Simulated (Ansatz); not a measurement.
`[OH][AlH][AlH2]`. Total charge 0; spin multiplicity 1.

Cartesian coordinates in Å:
```
O 1.003 -1.239 -1.233
Al 0.449 0.299 -0.746
Al -0.975 0.262 1.413
H 1.541 -1.376 -2.013
H 0.862 1.547 -1.655
H -0.320 0.424 2.858
H -2.559 0.084 1.376
```

Problem. What are the harmonic wavenumbers in cm⁻¹ at PBE0-D4/def2-TZVP (Ansatz, finite differences of forces, unscaled)? (Best estimate.)

Solution. Ansatz gave: 81, 120, 276, 344, 410, 489, 514, 579, 705, 778, 846, 1865, 1890, 1894, 3940.

Problem. Is this a minimum?

Solution. Yes, all 15 modes are real.

Problem. Give the ideal-gas thermochemistry at 298.15 K and 1 bar (rigid rotor, harmonic oscillator; point group Cs, symmetry number 1).

Solution. Zero-point energy 88.1 kJ/mol; H(298) − E = 107.1 kJ/mol; entropy 323.2 J/(mol·K), of which translation 162.5, rotation 105.6, vibration 55.0; G(298) − E = 10.8 kJ/mol. Modes under 100 cm⁻¹ are hindered rotations or soft bends, so the harmonic entropy is rough.

Problem. And at 400, 500, 600, 800 and 1000 K?

Solution. 
| T (K) | H − E (kJ/mol) | S (J/mol/K) | G − E (kJ/mol) |
| --- | --- | --- | --- |
| 400 | 117.3 | 352.4 | -23.7 |
| 500 | 128.2 | 376.8 | -60.2 |
| 600 | 139.9 | 398.1 | -98.9 |
| 800 | 164.9 | 433.9 | -182.3 |
| 1000 | 191.3 | 463.4 | -272.1 |

Problem. Rotational constants (cm⁻¹)?

Solution. 0.6331, 0.09503, 0.08573.
